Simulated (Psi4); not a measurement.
# BNH4S (SMILES NBS) at 6 levels

We compute a comparison of 6 runs (HF/STO-3G, HF/3-21G, HF/def2-SVP, LCCD/LANL2DZ, OREMP2/DZVP, CCSD(T)/cc-pVDZ) of BNH4S. 

The calculation is run with Psi4 1.11.

6 further runs of the same task are left out: 1 that didn't finish, 5 set aside as unsound or not needed.

## (1) The molecule

The species is BNH4S (7 atoms), meant as a singlet with charge 0. SMILES: `NBS`. The shape is that of a PBE0-D4/def2-TZVP optimisation. This is one conformer, not always the lowest.

Bond lengths: N1–B2 1.391 Å, B2–S3 1.816 Å, N1–H4 1.006 Å, N1–H5 1.004 Å, B2–H6 1.194 Å, S3–H7 1.339 Å. Angles: N1–B2–S3 120.0°, N1–B2–H6 119.9°, S3–B2–H6 120.1°, B2–N1–H4 124.2°, B2–N1–H5 121.9°, B2–S3–H7 96.3°, H4–N1–H5 113.8°.

## (2) Energy and gradient at HF/STO-3G (run 1)

Contents of input.json:

```json
{
  "schema_name": "qcschema_input",
  "schema_version": 1,
  "molecule": {
    "schema_name": "qcschema_molecule",
    "schema_version": 2,
    "symbols": ["N", "B", "S", "H", "H", "H", "H"],
    "geometry": [-1.73703625, 0.74304031, -1.15670136, 0.296687, 0.27268748, 0.44238489, 2.0575338, -2.65997849, 0.16251645, -2.3349456, -0.45410119, -2.5067217, -2.74841768, 2.34552807, -1.04993183, 0.88080135, 1.79939722, 1.99668462, 3.70121759, -2.17507477, 2.02540846],
    "molecular_charge": 0,
    "molecular_multiplicity": 1,
    "fix_symmetry": "c1"
  },
  "driver": "gradient",
  "model": {
    "method": "hf",
    "basis": "STO-3G"
  },
  "keywords": {
    "reference": "rhf",
    "puream": true,
    "e_convergence": 1e-09,
    "d_convergence": 1e-08,
    "scf_type": "pk",
    "scf_properties": ["MULLIKEN_CHARGES", "MAYER_INDICES", "LOWDIN_CHARGES"]
  }
}
```

Command:

```
$ psi4 --qcschema input.json -n 1 --memory 1600MB
```

stdout:

```text
[...]
  Running in c1 symmetry.
[...]
  Nuclear repulsion =   89.580008385066492
[...]
  Multiplicity = 1
[...]
  Nalpha       = 16
  Nbeta        = 16
[...]
    Number of basis functions: 23
[...]
   @RHF iter   1:  -473.63865054354915   -2.08245e+00   9.37186e-03 DIIS/ADIIS
[...]
   @RHF iter  10:  -473.67941236663376   -1.70530e-12   4.38767e-09 DIIS
[...]
    Orbital Energies [Eh]
    ---------------------
    Doubly Occupied:
       1A    -90.718196     2A    -15.325686     3A     -8.622077
       4A     -7.392061     5A     -6.254552     6A     -6.252148
       7A     -6.250001     8A     -1.098739     9A     -0.879147
      10A     -0.642959    11A     -0.625716    12A     -0.490787
      13A     -0.447107    14A     -0.389416    15A     -0.332108
      16A     -0.259810
[...]
  @RHF Final Energy:  -473.67941236663376
   => Energetics <=
    Nuclear Repulsion Energy =             89.5800083850664919
    One-Electron Energy =                -834.5578226265893136
    Two-Electron Energy =                 271.2984018748890094
    Total Energy =                       -473.6794123666337555
[...]
  -Total Gradient:
     Atom            X                  Y                   Z
    ------   -----------------  -----------------  -----------------
       1       -0.021658894184     0.002801662344    -0.018487868924
       2       -0.010389699581     0.004353612869    -0.006872468429
       3        0.004205975565    -0.019115691107    -0.008656110988
       4        0.005155667561     0.007379239238     0.009702651533
       5        0.009574011362    -0.011372267564     0.001493245585
       6        0.007526380993     0.013747746561     0.016119013770
       7        0.005586558286     0.002205697664     0.006701537457
[...]
```

The result, in JSON:

```text
{
 "driver": "gradient",
 "model": {
  "method": "hf",
  "basis": "STO-3G"
 },
 "success": true,
 "return_result": [-0.021658894183821643, 0.002801662344022753, -0.018487868924488157, -0.010389699580868439, 0.004353612869169764, -0.006872468429187824, 0.004205975564822766, -0.01911569110658151, -0.008656110988082555, 0.0051556675606080765, 0.007379239237630841, 0.009702651532960627, 0.009574011362348034, -0.011372267563758587, 0.0014932455846439312, 0.007526380992607343, 0.013747746560922536, 0.01611901376974878, 0.005586558286278853, 0.0022056976637608097, 0.006701537456533541],
 "properties": {
  "calcinfo_nbasis": 23,
  "calcinfo_nmo": 23,
  "calcinfo_nalpha": 16,
  "calcinfo_nbeta": 16,
  "calcinfo_natom": 7,
  "nuclear_repulsion_energy": 89.58000838506649,
  "return_energy": -473.67941236663376,
  "return_gradient": [-0.021658894183821643, 0.002801662344022753, -0.018487868924488157, -0.010389699580868439, 0.004353612869169764, -0.006872468429187824, 0.004205975564822766, -0.01911569110658151, -0.008656110988082555, 0.0051556675606080765, 0.007379239237630841, 0.009702651532960627, 0.009574011362348034, -0.011372267563758587, 0.0014932455846439312, 0.007526380992607343, 0.013747746560922536, 0.01611901376974878, 0.005586558286278853, 0.0022056976637608097, 0.006701537456533541],
  "scf_one_electron_energy": -834.5578226265893,
  "scf_two_electron_energy": 271.298401874889,
  "scf_dipole_moment": [-0.39678511604265054, 0.3436886683527258, -0.14580268787149597],
  "scf_total_energy": -473.67941236663376,
  "scf_total_gradient": [-0.021658894183821643, 0.002801662344022753, -0.018487868924488157, -0.010389699580868439, 0.004353612869169764, -0.006872468429187824, 0.004205975564822766, -0.01911569110658151, -0.008656110988082555, 0.0051556675606080765, 0.007379239237630841, 0.009702651532960627, 0.009574011362348034, -0.011372267563758587, 0.0014932455846439312, 0.007526380992607343, 0.013747746560922536, 0.01611901376974878, 0.005586558286278853, 0.0022056976637608097, 0.006701537456533541],
  "scf_iterations": 10
 }
}
```

It took 1.2 s on 1 thread of Intel Xeon 6975P-C (Granite Rapids), shared host; peak memory 0.18 GiB.

## (3) Energy and gradient at HF/3-21G (run 2)

Contents of job.json:

```json
{
 "schema_name": "qcschema_input",
 "schema_version": 1,
 "molecule": {
  "schema_name": "qcschema_molecule",
  "schema_version": 2,
  "symbols": ["N", "B", "S", "H", "H", "H", "H"],
  "geometry": [-1.73703625, 0.74304031, -1.15670136, 0.296687, 0.27268748, 0.44238489, 2.0575338, -2.65997849, 0.16251645, -2.3349456, -0.45410119, -2.5067217, -2.74841768, 2.34552807, -1.04993183, 0.88080135, 1.79939722, 1.99668462, 3.70121759, -2.17507477, 2.02540846],
  "molecular_charge": 0,
  "molecular_multiplicity": 1,
  "fix_symmetry": "c1",
  "fix_com": true,
  "fix_orientation": true
 },
 "driver": "gradient",
 "model": {
  "method": "scf",
  "basis": "3-21G"
 },
 "keywords": {
  "puream": true,
  "e_convergence": 1e-09,
  "d_convergence": 1e-08,
  "scf_type": "pk"
 }
}
```

Command:

```
$ psi4 --qcschema job.json -n 1 --memory 1600MB
```

stdout:

```text
[...]
  Running in c1 symmetry.
[...]
  Nuclear repulsion =   89.580008385066506
[...]
  Multiplicity = 1
[...]
  Nalpha       = 16
  Nbeta        = 16
[...]
    Number of basis functions: 39
[...]
   @RHF iter   1:  -476.57579353702494   -5.58830e-01   8.55557e-03 ADIIS/DIIS
[...]
   @RHF iter  11:  -476.63957494088049   -1.02318e-12   4.07302e-09 DIIS
[...]
    Orbital Energies [Eh]
    ---------------------
    Doubly Occupied:
       1A    -91.289443     2A    -15.489234     3A     -8.893411
       4A     -7.592859     5A     -6.568590     6A     -6.566407
       7A     -6.563785     8A     -1.170165     9A     -0.981749
      10A     -0.716687    11A     -0.694365    12A     -0.562240
      13A     -0.536259    14A     -0.465182    15A     -0.427004
      16A     -0.368072
[...]
  @RHF Final Energy:  -476.63957494088049
   => Energetics <=
    Nuclear Repulsion Energy =             89.5800083850665061
    One-Electron Energy =                -834.6682619811718951
    Two-Electron Energy =                 268.4486786552248532
    Total Energy =                       -476.6395749408804932
[...]
  -Total Gradient:
     Atom            X                  Y                   Z
    ------   -----------------  -----------------  -----------------
       1        0.009288460916    -0.002992930830     0.006737961252
       2        0.009520666563    -0.018733717221    -0.003399048752
       3       -0.008511482754     0.011098521357    -0.000678751991
       4       -0.001760787093    -0.002228611959    -0.003119037280
       5       -0.002417778990     0.003356402998    -0.000054837044
       6        0.000169935028     0.004384589988     0.003044732182
       7       -0.006289013669     0.005115745666    -0.002531018368
[...]
```

The result, in JSON:

```text
{
 "driver": "gradient",
 "model": {
  "method": "scf",
  "basis": "3-21G"
 },
 "success": true,
 "return_result": [0.00928846091559185, -0.0029929308297816926, 0.00673796125168068, 0.009520666562839453, -0.018733717220660764, -0.0033990487522604362, -0.008511482753797858, 0.011098521356761787, -0.0006787519908306727, -0.0017607870932994513, -0.002228611958953408, -0.003119037279536885, -0.0024177789900870494, 0.0033564029983769728, -5.483704401527262e-05, 0.00016993502820307482, 0.004384589988379151, 0.003044732182489518, -0.006289013669218191, 0.005115745665642116, -0.002531018367873783],
 "properties": {
  "calcinfo_nbasis": 39,
  "calcinfo_nmo": 39,
  "calcinfo_nalpha": 16,
  "calcinfo_nbeta": 16,
  "calcinfo_natom": 7,
  "nuclear_repulsion_energy": 89.5800083850665,
  "return_energy": -476.6395749408805,
  "return_gradient": [0.00928846091559185, -0.0029929308297816926, 0.00673796125168068, 0.009520666562839453, -0.018733717220660764, -0.0033990487522604362, -0.008511482753797858, 0.011098521356761787, -0.0006787519908306727, -0.0017607870932994513, -0.002228611958953408, -0.003119037279536885, -0.0024177789900870494, 0.0033564029983769728, -5.483704401527262e-05, 0.00016993502820307482, 0.004384589988379151, 0.003044732182489518, -0.006289013669218191, 0.005115745665642116, -0.002531018367873783],
  "scf_one_electron_energy": -834.6682619811719,
  "scf_two_electron_energy": 268.44867865522485,
  "scf_dipole_moment": [-0.6095993908218773, 0.7645572019478095, -0.0681538222614031],
  "scf_total_energy": -476.6395749408805,
  "scf_total_gradient": [0.00928846091559185, -0.0029929308297816926, 0.00673796125168068, 0.009520666562839453, -0.018733717220660764, -0.0033990487522604362, -0.008511482753797858, 0.011098521356761787, -0.0006787519908306727, -0.0017607870932994513, -0.002228611958953408, -0.003119037279536885, -0.0024177789900870494, 0.0033564029983769728, -5.483704401527262e-05, 0.00016993502820307482, 0.004384589988379151, 0.003044732182489518, -0.006289013669218191, 0.005115745665642116, -0.002531018367873783],
  "scf_iterations": 11
 }
}
```

It took 1.3 s on 1 thread of Intel Xeon 6975P-C (Granite Rapids), shared host; peak memory 0.18 GiB.

## (4) The energy at HF/def2-SVP (run 3)

Contents of bh4ns.xyz:

```xyz
7
BH4NS
N     -0.919200     0.393200    -0.612100
B      0.157000     0.144300     0.234100
S      1.088800    -1.407600     0.086000
H     -1.235600    -0.240300    -1.326500
H     -1.454400     1.241200    -0.555600
H      0.466100     0.952200     1.056600
H      1.958600    -1.151000     1.071800
```

Contents of run.py:

```python
import psi4

psi4.set_memory('1600 MB')
psi4.set_num_threads(1)
psi4.set_output_file('bh4ns.out', False)

with open('bh4ns.xyz') as f:
    atoms = ''.join(f.readlines()[2:])
mol = psi4.geometry('0 1\n' + atoms + 'symmetry c1\nno_reorient\nno_com')

psi4.set_options(dict(basis='def2-SVP', reference='rhf', puream=True, e_convergence=1e-09, d_convergence=1e-08, scf_type='pk'))

e_tot, wfn = psi4.energy("scf", return_wfn=True)
psi4.oeprop(wfn, "DIPOLE", "MAYER_INDICES", "MULLIKEN_CHARGES")
print('E =', round(e_tot, 9))
```

Command:

```
$ python run.py
```

bh4ns.out:

```text
[...]
  Running in c1 symmetry.
[...]
  Nuclear repulsion =   89.580008286477721
[...]
  Multiplicity = 1
[...]
  Nalpha       = 16
  Nbeta        = 16
[...]
    Number of basis functions: 66
[...]
   @RHF iter   1:  -478.78962659511751   -5.51043e-01   6.15340e-03 ADIIS/DIIS
[...]
   @RHF iter  11:  -478.88223745647497   -1.72804e-11   9.86187e-09 DIIS
[...]
    Orbital Energies [Eh]
    ---------------------
    Doubly Occupied:
       1A    -91.899031     2A    -15.558692     3A     -8.935854
       4A     -7.621858     5A     -6.623886     6A     -6.622568
       7A     -6.621178     8A     -1.152036     9A     -0.959825
      10A     -0.708197    11A     -0.689016    12A     -0.554535
      13A     -0.535614    14A     -0.459691    15A     -0.429949
      16A     -0.362009
[...]
  @RHF Final Energy:  -478.88223745647497
   => Energetics <=
    Nuclear Repulsion Energy =             89.5800082864777210
    One-Electron Energy =                -837.4566125868188919
    Two-Electron Energy =                 268.9943668438661462
    Total Energy =                       -478.8822374564749680
[...]
 Multipole Moments:
 ------------------------------------------------------------------------------------
     Multipole            Electronic (a.u.)      Nuclear  (a.u.)        Total (a.u.)
 ------------------------------------------------------------------------------------
 L = 1.  Multiply by 2.5417464519 to convert [e a0] to [Debye]
 Dipole X            :        -22.2233218           21.7433778           -0.4799440
 Dipole Y            :         34.9882917          -34.4791870            0.5091047
 Dipole Z            :          2.7044405           -2.8192824           -0.1148419
 Magnitude           :                                                    0.7090293
[...]
```

On the terminal:

```text
E = -478.882237456
```

Wall time 1.4 s (1 thread of Intel Xeon 6975P-C (Granite Rapids), shared host); peak memory 0.22 GiB.

Runs 4 to 5 aren't shown in full; the table further down has their settings and results.

## (5) A single-point energy at CCSD(T)/cc-pVDZ (run 6)

Contents of calc.py:

```python
import psi4

psi4.set_memory('1600 MB')
psi4.set_num_threads(1)
psi4.set_output_file('output.dat', False)

m = psi4.geometry("""
0 1
N     -0.919200     0.393200    -0.612100
B      0.157000     0.144300     0.234100
S      1.088800    -1.407600     0.086000
H     -1.235600    -0.240300    -1.326500
H     -1.454400     1.241200    -0.555600
H      0.466100     0.952200     1.056600
H      1.958600    -1.151000     1.071800
symmetry c1
""")

psi4.set_options({
    'basis': 'cc-pVDZ',
    'reference': 'rhf',
    'puream': True,
    'e_convergence': 1e-09,
    'd_convergence': 1e-08,
    'scf_type': 'pk',
    'num_frozen_docc': 7,
})

e_tot, wfn = psi4.energy('ccsd(t)', return_wfn=True)
print(f'ccsd(t) energy: {e_tot:.10f} Eh')
```

Command:

```
$ python calc.py
```

output.dat:

```text
[...]
  Running in c1 symmetry.
[...]
  Nuclear repulsion =   89.580008286477721
[...]
  Multiplicity = 1
[...]
  Nalpha       = 16
  Nbeta        = 16
[...]
    Number of basis functions: 66
[...]
   @RHF iter   1:  -478.98146104142398   -5.62876e-01   6.12411e-03 ADIIS/DIIS
[...]
   @RHF iter  12:  -479.07402976505364   -3.41061e-13   3.20871e-09 DIIS
[...]
  @RHF Final Energy:  -479.07402976505364
   => Energetics <=
    Nuclear Repulsion Energy =             89.5800082864777210
    One-Electron Energy =                -837.7316324305463695
    Two-Electron Energy =                 269.0775943790149540
    Total Energy =                       -479.0740297650536377
[...]
 Multipole Moments:
 ------------------------------------------------------------------------------------
     Multipole            Electronic (a.u.)      Nuclear  (a.u.)        Total (a.u.)
 ------------------------------------------------------------------------------------
 L = 1.  Multiply by 2.5417464519 to convert [e a0] to [Debye]
 Dipole X            :          0.9517560           -1.4484414           -0.4966854
 Dipole Y            :         -1.7649497            2.2905783            0.5256286
 Dipole Z            :         -0.2698313            0.1501570           -0.1196743
 Magnitude           :                                                    0.7330101
[...]
      * MP2 total energy                      = -479.466573863191911
[...]
      * CCSD total energy                     = -479.503925980758936
[...]
      * CCSD(T) total energy                  = -479.515876739043676
```

Standard output:

```text
ccsd(t) energy: -479.5158767390 Eh
```

Run time: 7.2 s. Hardware: 1 thread of Intel Xeon 6975P-C (Granite Rapids), shared host; peak memory 0.33 GiB.

## (6) Overview of the runs

```
run                                                           level                 properties      task  energy (Eh)  HOMO energy (eV)  LUMO energy (eV)  HOMO–LUMO gap (eV)  wall time
  1                                                       HF/STO-3G  (mulliken, mayer, lowdin)  gradient  -473.679412             -7.07              9.30               16.37      1.2 s
  2                                                        HF/3-21G                          –  gradient  -476.639575            -10.02              4.73               14.74      1.3 s
  3                                                     HF/def2-SVP  (dipole, mayer, mulliken)    energy  -478.882237             -9.85              4.49               14.34      1.4 s
  4  LCCD/LANL2DZ (fitted SCF, core potential, Cartesian functions)                          –    energy   -91.626555            -10.01              3.90               13.91      1.5 s
  5  OREMP2/DZVP (density fitting, density fitting for correlation)                          –    energy  -479.385786             -9.99              3.89               13.88      7.2 s
  6                                                 CCSD(T)/cc-pVDZ                          –    energy  -479.515877             -9.85              4.42               14.27      7.2 s
```

## (7) Summary of results

```
                                          quantity          value
                               run 6: total energy  -479.51588 Eh
        run 6: HOMO energy (Hartree–Fock orbitals)       -9.85 eV
        run 6: LUMO energy (Hartree–Fock orbitals)        4.42 eV
      run 6: HOMO–LUMO gap (Hartree–Fock orbitals)       14.27 eV
run 6: correlation energy (7 core orbitals frozen)     -441.8 mEh
                             run 6: (T) correction     -11.95 mEh
                              run 6: T1 diagnostic          0.013
```

Over runs 1, 2, 3 the dipole moment (its size) runs from 1.38 D (HF/STO-3G) to 2.49 D (HF/3-21G). Over runs 1, 2, 3 the HOMO–LUMO gap runs from 14.34 eV (HF/def2-SVP) to 16.37 eV (HF/STO-3G). Some runs of one species differ in core potentials or relativity; totals across that change don't compare. In run 1 the basis is minimal, so the values are rough. All runs together took 20 s, the longest 7.2 s.
